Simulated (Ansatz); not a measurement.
**CH₄MgO (SMILES [CH3][Mg][OH]): one structure at several levels**

The task here is to estimate one member of a computed series from the others.

Method: single points in def2-TZVPP; program: Ansatz 0.2.0, Gaussian basis.

Correlated methods freeze the cores. The outer core shell of Li, Na, Mg and K is correlated.

### Starting geometry

7 atoms, charge 0, spin multiplicity 1.

Atoms are counted from 1 here; the program's logs count them from 0.

Bond lengths: C1–Mg2 2.120 Å, C1–H4 1.151 Å, C1–H5 1.117 Å, C1–H6 1.018 Å, Mg2–O3 1.694 Å, O3–H7 0.939 Å. Angles: Mg2–C1–H4 113.9°, Mg2–C1–H5 110.9°, Mg2–C1–H6 108.8°, H4–C1–H5 106.7°, H4–C1–H6 102.1°, H5–C1–H6 114.4°, C1–Mg2–O3 131.4°, Mg2–O3–H7 170.0°.

As a file:

```mol
CH4MgO
  3D, bonds by distance, orders not assigned

  7  6  0  0  0  0  0  0  0  0999 V2000
   -1.0499    0.6379   -0.2974 C   0  0
    0.8790   -0.2186   -0.4973 Mg  0  0
    1.7984   -1.1679    0.5623 O   0  0
   -1.9101   -0.0945   -0.5168 H   0  0
   -1.1767    1.5000   -0.9959 H   0  0
   -1.2076    0.8640    0.6823 H   0  0
    2.4013   -1.5614    1.1645 H   0  0
  1  2  8  0
  1  4  8  0
  1  5  8  0
  1  6  8  0
  2  3  8  0
  3  7  8  0
M  END
```

The first run:

Contents of run/in.yaml:

```yaml
crystal:
  periodic: [false, false, false]
  atoms:
    - {symbol: C, position_ang: [-1.049900, 0.637900, -0.297400]}
    - {symbol: Mg, position_ang: [0.879000, -0.218600, -0.497300]}
    - {symbol: O, position_ang: [1.798400, -1.167900, 0.562300]}
    - {symbol: H, position_ang: [-1.910100, -0.094500, -0.516800]}
    - {symbol: H, position_ang: [-1.176700, 1.500000, -0.995900]}
    - {symbol: H, position_ang: [-1.207600, 0.864000, 0.682300]}
    - {symbol: H, position_ang: [2.401300, -1.561400, 1.164500]}
basis:
  gaussian: {orbitals: def2-TZVPP}
correlation: {method: ccsd_t}
output: {forces: true}
```

The command line of these runs was not kept.

Steps of the session up to this table: CCSD(T)/def2-TZVPP; PBE0-D4/def2-TZVPP; wB97M-V/def2-TZVPP; r2SCAN-D4/def2-TZVPP; PBE-D4/def2-TZVPP; wB97X-V/def2-TZVPP; B97M-V/def2-TZVPP.

One of the session's tables, all rows but one given; the rest of the session is left out.

| method | RMS force component (eV/Å) | angle to CCSD(T) forces (°) | dipole (D) |
| --- | --- | --- | --- |
| CCSD(T) | 1.370 | reference | 2.98 |
| PBE0-D4 | 1.378 | 0.8 | 2.84 |
| wB97M-V | 1.377 | 2.1 | 2.90 |
| r2SCAN-D4 | ? | ? | ? |
| PBE-D4 | 1.382 | 7.0 | 2.53 |
| wB97X-V | 1.405 | 1.4 | 3.00 |
| B97M-V | 1.337 | 3.7 | 2.76 |

**Question.** Estimate the row for r2SCAN-D4.

As computed: RMS force component (eV/Å): 1.367; angle to CCSD(T) forces (°): 1.1; dipole (D): 2.82. In the column «RMS force component (eV/Å)» it lies between B97M-V (1.337) and CCSD(T) (1.370).
